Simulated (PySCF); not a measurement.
silicon monoxide cation (OSi), SMILES O=[Si] (connectivity only; charge and spin as stated), charge +1, multiplicity 2.

Geometry: B3LYP-D3(BJ)/def2-TZVPD. The spin state was assumed, not searched.

These are r2SCAN/def2-TZVPD (PySCF) values and carry that method's errors.

The molecule is in vacuum.

**Question.** Estimate the frontier levels, dipole moment and polarisability. (The exact figures need the calculation; the answer reports its results.)

**Answer.** 
- α spin, highest occupied and lowest empty level: -16.85 and -10.78 eV
- β spin, highest occupied and lowest empty level: -16.54 and -14.84 eV
- dipole moment about the centre of nuclear charge: 4.44 D
- mean static polarisability: 26.2 bohr³ (3.88 Å³)
- polarisability, principal values: 22.7, 22.7, 33.2 bohr³
- ⟨S²⟩: 0.762 (pure state 0.75)
